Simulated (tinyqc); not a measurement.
UKS/LDA (VWN5) in the sto-6g basis, for CH2, spin multiplicity 3, step by step (part 1 of 2). Computed by tinyqc, a small Python program that keeps every step (integrals from PySCF). Settings: charge = 0, multiplicity = 3, basis = sto-6g, energy threshold = 1e-09, iteration cap = 63, orthogonalisation = symmetric, start = core, DIIS depth = 0, method = UKS, functional = lda,vwn, grid = [40, 14]. Command: `OMP_NUM_THREADS=1 python tinyqc.py 20835 20836 out.jsonl` (the two numbers bound the seeds that draw the settings). One thread of a shared host (Intel(R) Xeon(R) Processor @ 2.60GHz), about 4 s of CPU time with the checks. Later iterations appear only in the table of the cycle.

## One-electron integrals

Geometry (angstrom):
```
atom         x          y         z
C     0.000000   0.000000  0.000000
H     0.000000   1.151000  0.540000
H     0.000000  -1.151000  0.540000
```

Basis sto-6g: exponents (1/bohr^2) and contraction coefficients of normalised primitives:
```
element  l (shell)    exponent  coefficient
C            s (1)  742.737049     0.009164
C            s (1)  136.180025     0.049361
C            s (1)   38.098264     0.168538
C            s (1)   13.087782     0.370563
C            s (1)    5.082369     0.416492
C            s (1)    2.093200     0.130334
C            s (2)   30.497239    -0.013253
C            s (2)    6.036200    -0.046992
C            s (2)    1.876046    -0.033785
C            s (2)    0.721783     0.250242
C            s (2)    0.313471     0.595117
C            s (2)    0.143687     0.240706
C            p (3)   30.497239     0.003760
C            p (3)    6.036200     0.037679
C            p (3)    1.876046     0.173897
C            p (3)    0.721783     0.418036
C            p (3)    0.313471     0.425860
C            p (3)    0.143687     0.101708
H            s (1)   35.523221     0.009164
H            s (1)    6.513144     0.049361
H            s (1)    1.822143     0.168538
H            s (1)    0.625955     0.370563
H            s (1)    0.243077     0.416492
H            s (1)    0.100112     0.130334
```

Overlap, kinetic and nuclear-attraction integrals over the contracted functions; the nuclear repulsion is the sum of Za Zb / Rab.

nuclear repulsion = 5.22455894 hartree

overlap S:
```
           1C 1s     1C 2s    1C 2px     1C 2py    1C 2pz     2H 1s      3H 1s
1C 1s   1.000000  0.243228  0.000000   0.000000  0.000000  0.042663   0.042663
1C 2s   0.243228  1.000000  0.000000   0.000000  0.000000  0.392640   0.392640
1C 2px  0.000000  0.000000  1.000000   0.000000  0.000000  0.000000   0.000000
1C 2py  0.000000  0.000000  0.000000   1.000000  0.000000  0.362428  -0.362428
1C 2pz  0.000000  0.000000  0.000000   0.000000  1.000000  0.170036   0.170036
2H 1s   0.042663  0.392640  0.000000   0.362428  0.170036  1.000000   0.073099
3H 1s   0.042663  0.392640  0.000000  -0.362428  0.170036  0.073099   1.000000
```

kinetic energy T (hartree):
```
            1C 1s      1C 2s    1C 2px     1C 2py    1C 2pz      2H 1s      3H 1s
1C 1s   16.068641  -0.492789  0.000000   0.000000  0.000000  -0.009434  -0.009434
1C 2s   -0.492789   0.492405  0.000000   0.000000  0.000000   0.056113   0.056113
1C 2px   0.000000   0.000000  1.479234   0.000000  0.000000   0.000000   0.000000
1C 2py   0.000000   0.000000  0.000000   1.479234  0.000000   0.151181  -0.151181
1C 2pz   0.000000   0.000000  0.000000   0.000000  1.479234   0.070928   0.070928
2H 1s   -0.009434   0.056113  0.000000   0.151181  0.070928   0.768522  -0.011583
3H 1s   -0.009434   0.056113  0.000000  -0.151181  0.070928  -0.011583   0.768522
```

nuclear attraction V (hartree):
```
             1C 1s      1C 2s     1C 2px     1C 2py     1C 2pz      2H 1s      3H 1s
1C 1s   -34.840409  -3.820898   0.000000   0.000000  -0.011161  -0.753192  -0.753192
1C 2s    -3.820898  -5.982400   0.000000   0.000000  -0.115713  -1.906136  -1.906136
1C 2px    0.000000   0.000000  -5.920338   0.000000   0.000000   0.000000   0.000000
1C 2py    0.000000   0.000000   0.000000  -6.072359   0.000000  -1.627797   1.627797
1C 2pz   -0.011161  -0.115713   0.000000   0.000000  -5.953799  -0.783445  -0.783445
2H 1s    -0.753192  -1.906136   0.000000  -1.627797  -0.783445  -3.941057  -0.325686
3H 1s    -0.753192  -1.906136   0.000000   1.627797  -0.783445  -0.325686  -3.941057
```

core Hamiltonian H = T + V (hartree):
```
             1C 1s      1C 2s     1C 2px     1C 2py     1C 2pz      2H 1s      3H 1s
1C 1s   -18.771768  -4.313687   0.000000   0.000000  -0.011161  -0.762626  -0.762626
1C 2s    -4.313687  -5.489995   0.000000   0.000000  -0.115713  -1.850023  -1.850023
1C 2px    0.000000   0.000000  -4.441104   0.000000   0.000000   0.000000   0.000000
1C 2py    0.000000   0.000000   0.000000  -4.593124   0.000000  -1.476615   1.476615
1C 2pz   -0.011161  -0.115713   0.000000   0.000000  -4.474565  -0.712517  -0.712517
2H 1s    -0.762626  -1.850023   0.000000  -1.476615  -0.712517  -3.172534  -0.337269
3H 1s    -0.762626  -1.850023   0.000000   1.476615  -0.712517  -0.337269  -3.172534
```

## Two-electron integrals

Functions are numbered as in S; the eight-fold symmetry (ij|kl) = (ji|kl) = (kl|ij) leaves the list below.

Two-electron integrals (ij|kl) in chemists' order, unique and non-zero (hartree):
```
(11|11) 3.543743    (21|11) 0.529462    (21|21) 0.100317    (22|11) 0.853596
(22|21) 0.199930    (22|22) 0.624844    (31|31) 0.021271    (32|31) 0.031868
(32|32) 0.138108    (33|11) 0.853598    (33|21) 0.199930    (33|22) 0.624843
(33|33) 0.673218    (41|41) 0.021271    (42|41) 0.031868    (42|42) 0.138108
(43|43) 0.036281    (44|11) 0.853598    (44|21) 0.199930    (44|22) 0.624843
(44|33) 0.600655    (44|44) 0.673218    (51|51) 0.021271    (52|51) 0.031868
(52|52) 0.138108    (53|53) 0.036281    (54|54) 0.036281    (55|11) 0.853598
(55|21) 0.199930    (55|22) 0.624843    (55|33) 0.600655    (55|44) 0.600655
(55|55) 0.673218    (61|11) 0.097659    (61|21) 0.017823    (61|22) 0.034981
(61|33) 0.034849    (61|41) 0.001059    (61|42) 0.002059    (61|44) 0.035172
(61|51) 0.000497    (61|52) 0.000966    (61|54) 0.000152    (61|55) 0.034920
(61|61) 0.003256    (62|11) 0.248528    (62|21) 0.059154    (62|22) 0.205431
(62|33) 0.200428    (62|41) 0.005450    (62|42) 0.037316    (62|44) 0.212729
(62|51) 0.002557    (62|52) 0.017507    (62|54) 0.005771    (62|55) 0.203135
(62|61) 0.010867    (62|62) 0.091830    (63|31) 0.006133    (63|32) 0.031951
(63|43) 0.007162    (63|53) 0.003360    (63|63) 0.010740    (64|11) 0.199575
(64|21) 0.048141    (64|22) 0.176889    (64|33) 0.168172    (64|41) 0.009901
(64|42) 0.061235    (64|44) 0.192189    (64|51) 0.001768    (64|52) 0.013739
(64|54) 0.007908    (64|55) 0.170305    (64|61) 0.009243    (64|62) 0.093711
(64|64) 0.104569    (65|11) 0.093632    (65|21) 0.022586    (65|22) 0.082989
(65|33) 0.078899    (65|41) 0.001768    (65|42) 0.013739    (65|44) 0.083447
(65|51) 0.006962    (65|52) 0.038396    (65|54) 0.009296    (65|55) 0.086620
(65|61) 0.004336    (65|62) 0.043965    (65|64) 0.044021    (65|65) 0.031393
(66|11) 0.411620    (66|21) 0.099858    (66|22) 0.394608    (66|33) 0.374380
(66|41) 0.010929    (66|42) 0.101695    (66|44) 0.424115    (66|51) 0.005128
(66|52) 0.047711    (66|54) 0.023334    (66|55) 0.385327    (66|61) 0.018612
(66|62) 0.229772    (66|64) 0.258236    (66|65) 0.121153    (66|66) 0.774999
(71|11) 0.097659    (71|21) 0.017823    (71|22) 0.034981    (71|33) 0.034849
(71|41) -0.001059   (71|42) -0.002059   (71|44) 0.035172    (71|51) 0.000497
(71|52) 0.000966    (71|54) -0.000152   (71|55) 0.034920    (71|61) 0.003141
(71|62) 0.010064    (71|64) 0.007832    (71|65) 0.004027    (71|66) 0.016892
(71|71) 0.003256    (72|11) 0.248528    (72|21) 0.059154    (72|22) 0.205431
(72|33) 0.200428    (72|41) -0.005450   (72|42) -0.037316   (72|44) 0.212729
(72|51) 0.002557    (72|52) 0.017507    (72|54) -0.005771   (72|55) 0.203135
(72|61) 0.010064    (72|62) 0.061598    (72|64) 0.046257    (72|65) 0.028683
(72|66) 0.116834    (72|71) 0.010867    (72|72) 0.091830    (73|31) 0.006133
(73|32) 0.031951    (73|43) -0.007162   (73|53) 0.003360    (73|63) 0.006574
(73|73) 0.010740    (74|11) -0.199575   (74|21) -0.048141   (74|22) -0.176889
(74|33) -0.168172   (74|41) 0.009901    (74|42) 0.061235    (74|44) -0.192189
(74|51) -0.001768   (74|52) -0.013739   (74|54) 0.007908    (74|55) -0.170305
(74|61) -0.007832   (74|62) -0.046257   (74|64) -0.029380   (74|65) -0.021168
(74|66) -0.083896   (74|71) -0.009243   (74|72) -0.093711   (74|74) 0.104569
(75|11) 0.093632    (75|21) 0.022586    (75|22) 0.082989    (75|33) 0.078899
(75|41) -0.001768   (75|42) -0.013739   (75|44) 0.083447    (75|51) 0.006962
(75|52) 0.038396    (75|54) -0.009296   (75|55) 0.086620    (75|61) 0.004027
(75|62) 0.028683    (75|64) 0.021168    (75|65) 0.019644    (75|66) 0.057211
(75|71) 0.004336    (75|72) 0.043965    (75|74) -0.044021   (75|75) 0.031393
(76|11) 0.041979    (76|21) 0.010004    (76|22) 0.035650    (76|33) 0.034832
(76|44) 0.036039    (76|51) 0.000739    (76|52) 0.005286    (76|55) 0.036078
(76|61) 0.001779    (76|62) 0.013702    (76|64) 0.012287    (76|65) 0.007219
(76|66) 0.031408    (76|71) 0.001779    (76|72) 0.013702    (76|74) -0.012287
(76|75) 0.007219    (76|76) 0.002554    (77|11) 0.411620    (77|21) 0.099858
(77|22) 0.394608    (77|33) 0.374380    (77|41) -0.010929   (77|42) -0.101695
(77|44) 0.424115    (77|51) 0.005128    (77|52) 0.047711    (77|54) -0.023334
(77|55) 0.385327    (77|61) 0.016892    (77|62) 0.116834    (77|64) 0.083896
(77|65) 0.057211    (77|66) 0.229610    (77|71) 0.018612    (77|72) 0.229772
(77|74) -0.258236   (77|75) 0.121153    (77|76) 0.031408    (77|77) 0.774999
```

## Orthogonalisation

S = U s U^T; symmetric (Loewdin) form X = U s^(-1/2) U^T, so that X^T S X = 1.

eigenvalues of S: 0.403621  0.449598  0.892842  1.000000  1.076450  1.477303  1.700187

X:
```
            1C 1s      1C 2s    1C 2px     1C 2py     1C 2pz      2H 1s      3H 1s
1C 1s    1.025084  -0.142092  0.000000   0.000000  -0.006639   0.020569   0.020569
1C 2s   -0.142092   1.178013  0.000000   0.000000   0.065506  -0.246640  -0.246640
1C 2px   0.000000   0.000000  1.000000   0.000000   0.000000   0.000000   0.000000
1C 2py   0.000000   0.000000  0.000000   1.133282   0.000000  -0.235799   0.235799
1C 2pz  -0.006639   0.065506  0.000000   0.000000   1.027719  -0.104753  -0.104753
2H 1s    0.020569  -0.246640  0.000000  -0.235799  -0.104753   1.156562  -0.024279
3H 1s    0.020569  -0.246640  0.000000   0.235799  -0.104753  -0.024279   1.156562
```

## Starting guess

The start is the orbitals of the core Hamiltonian; D(s) = C_occ C_occ^T for each spin.

D(alpha) at the start:
```
            1C 1s      1C 2s    1C 2px     1C 2py     1C 2pz      2H 1s      3H 1s
1C 1s    1.069089  -0.295824  0.000000   0.000000  -0.016785   0.036152   0.036152
1C 2s   -0.295824   1.256776  0.000000   0.000000   0.092846  -0.141402  -0.141402
1C 2px   0.000000   0.000000  1.000000   0.000000   0.000000   0.000000   0.000000
1C 2py   0.000000   0.000000  0.000000   1.202483   0.000000  -0.170634   0.170634
1C 2pz  -0.016785   0.092846  0.000000   0.000000   1.043259  -0.077682  -0.077682
2H 1s    0.036152  -0.141402  0.000000  -0.170634  -0.077682   0.044495  -0.003931
3H 1s    0.036152  -0.141402  0.000000   0.170634  -0.077682  -0.003931   0.044495
```

D(beta) at the start:
```
            1C 1s      1C 2s    1C 2px     1C 2py     1C 2pz      2H 1s      3H 1s
1C 1s    1.063185  -0.270098  0.000000   0.000000  -0.089537   0.038102   0.038102
1C 2s   -0.270098   1.144681  0.000000   0.000000   0.409846  -0.149900  -0.149900
1C 2px   0.000000   0.000000  0.000000   0.000000   0.000000   0.000000   0.000000
1C 2py   0.000000   0.000000  0.000000   1.202483   0.000000  -0.170634   0.170634
1C 2pz  -0.089537   0.409846  0.000000   0.000000   0.146795  -0.053651  -0.053651
2H 1s    0.038102  -0.149900  0.000000  -0.170634  -0.053651   0.043850  -0.004576
3H 1s    0.038102  -0.149900  0.000000   0.170634  -0.053651  -0.004576   0.043850
```

## Iteration 1: exchange-correlation on the grid

Becke grid with 40 radial and 14 angular points per atom, points of zero weight dropped. rho = sum D_ij phi_i phi_j; V_xc,ij = sum w v_xc phi_i phi_j; v_xc is d(rho eps)/d rho(s) for spin s.

The 8 grid points with the largest w rho, of 1666 (bohr, atomic units):
```
x                  y         z         w  rho(alpha)  rho(beta)     eps_xc  v_xc(alpha)
0.686171    0.686171  0.686171  0.230539    0.161619   0.110139  -0.542521    -0.737651
-0.686171   0.686171  0.686171  0.230539    0.161619   0.110139  -0.542521    -0.737651
-0.686171  -0.686171  0.686171  0.230539    0.161619   0.110139  -0.542521    -0.737651
0.686171   -0.686171  0.686171  0.230539    0.161619   0.110139  -0.542521    -0.737651
0.000000   -1.188483  0.000000  0.189304    0.161770   0.157140  -0.566906    -0.745648
0.000000    1.188483  0.000000  0.189304    0.161770   0.157140  -0.566906    -0.745648
0.000000    0.000000  1.380362  0.318657    0.114870   0.071050  -0.483767    -0.660661
0.796952    0.796952  0.796952  0.321149    0.110016   0.074417  -0.481196    -0.653363
```

electrons on the grid, sum of w rho = 7.972312

E_xc = sum of w rho eps_xc = -6.30027024 hartree

V_xc(alpha) (hartree):
```
            1C 1s      1C 2s     1C 2px     1C 2py     1C 2pz      2H 1s      3H 1s
1C 1s   -2.210158  -0.310243   0.000000   0.000000  -0.001489  -0.058504  -0.058504
1C 2s   -0.310243  -0.640103   0.000000   0.000000  -0.003347  -0.180836  -0.180836
1C 2px   0.000000   0.000000  -0.637277   0.000000   0.000000   0.000000   0.000000
1C 2py   0.000000   0.000000   0.000000  -0.640490   0.000000  -0.142000   0.142000
1C 2pz  -0.001489  -0.003347   0.000000   0.000000  -0.642417  -0.068771  -0.068771
2H 1s   -0.058504  -0.180836   0.000000  -0.142000  -0.068771  -0.219862  -0.030039
3H 1s   -0.058504  -0.180836   0.000000   0.142000  -0.068771  -0.030039  -0.219862
```

V_xc(beta) (hartree):
```
            1C 1s      1C 2s     1C 2px     1C 2py     1C 2pz      2H 1s      3H 1s
1C 1s   -2.181659  -0.289779   0.000000   0.000000  -0.007806  -0.055540  -0.055540
1C 2s   -0.289779  -0.545115   0.000000   0.000000  -0.043799  -0.162396  -0.162396
1C 2px   0.000000   0.000000  -0.522205   0.000000   0.000000   0.000000   0.000000
1C 2py   0.000000   0.000000   0.000000  -0.584545   0.000000  -0.132945   0.132945
1C 2pz  -0.007806  -0.043799   0.000000   0.000000  -0.528484  -0.068148  -0.068148
2H 1s   -0.055540  -0.162396   0.000000  -0.132945  -0.068148  -0.207619  -0.027093
3H 1s   -0.055540  -0.162396   0.000000   0.132945  -0.068148  -0.027093  -0.207619
```

## Iteration 1: building the Kohn-Sham matrix

J_ij = sum D_kl (ij|kl) with D = D(alpha) + D(beta); F = H + J + V_xc; E = tr D H + tr D J / 2 + E_xc + E_nn.

Coulomb J (hartree):
```
            1C 1s     1C 2s    1C 2px     1C 2py    1C 2pz     2H 1s      3H 1s
1C 1s   12.418951  2.290484  0.000000   0.000000  0.019507  0.411938   0.411938
1C 2s    2.290484  5.520588  0.000000   0.000000  0.081378  1.756638   1.756638
1C 2px   0.000000  0.000000  5.498286   0.000000  0.000000  0.000000   0.000000
1C 2py   0.000000  0.000000  0.000000   5.559589  0.000000  1.484801  -1.484801
1C 2pz   0.019507  0.081378  0.000000   0.000000  5.503887  0.709823   0.709823
2H 1s    0.411938  1.756638  0.000000   1.484801  0.709823  3.223288   0.302899
3H 1s    0.411938  1.756638  0.000000  -1.484801  0.709823  0.302899   3.223288
```

F(alpha) (hartree):
```
            1C 1s      1C 2s    1C 2px     1C 2py     1C 2pz      2H 1s      3H 1s
1C 1s   -8.562975  -2.333446  0.000000   0.000000   0.006857  -0.409193  -0.409193
1C 2s   -2.333446  -0.609510  0.000000   0.000000  -0.037683  -0.274221  -0.274221
1C 2px   0.000000   0.000000  0.419905   0.000000   0.000000   0.000000   0.000000
1C 2py   0.000000   0.000000  0.000000   0.325974   0.000000  -0.133814   0.133814
1C 2pz   0.006857  -0.037683  0.000000   0.000000   0.386905  -0.071465  -0.071465
2H 1s   -0.409193  -0.274221  0.000000  -0.133814  -0.071465  -0.169108  -0.064409
3H 1s   -0.409193  -0.274221  0.000000   0.133814  -0.071465  -0.064409  -0.169108
```

F(beta) (hartree):
```
            1C 1s      1C 2s    1C 2px     1C 2py     1C 2pz      2H 1s      3H 1s
1C 1s   -8.534476  -2.312982  0.000000   0.000000   0.000540  -0.406228  -0.406228
1C 2s   -2.312982  -0.514521  0.000000   0.000000  -0.078135  -0.255781  -0.255781
1C 2px   0.000000   0.000000  0.534977   0.000000   0.000000   0.000000   0.000000
1C 2py   0.000000   0.000000  0.000000   0.381919   0.000000  -0.124759   0.124759
1C 2pz   0.000540  -0.078135  0.000000   0.000000   0.500838  -0.070842  -0.070842
2H 1s   -0.406228  -0.255781  0.000000  -0.124759  -0.070842  -0.156865  -0.061462
3H 1s   -0.406228  -0.255781  0.000000   0.124759  -0.070842  -0.061462  -0.156865
```

total energy of this density = -37.12475125 hartree
